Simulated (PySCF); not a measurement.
H₂O, SMILES O.

Coordinates come from a B3LYP-D3(BJ)/def2-TZVPD optimisation.

Method: B3LYP/def2-TZVPD in PySCF.

Isolated molecule, no solvent.

| Property | Result |
|---|---|
| total energy | -76.46684 hartree |
| point group | C2v |
| highest occupied level | -8.81 eV |
| lowest empty level | -0.29 eV |
| orbital gap | 8.52 eV |
| dipole moment | 1.85 D |
| quadrupole, principal values (traceless, Buckingham form, about the centre of nuclear charge) | -2.41, -0.32, 2.73 D·Å |
| mean static polarisability | 9.9 bohr³ (1.46 Å³) |
| polarisability, principal values | 9.6, 9.8, 10.2 bohr³ |
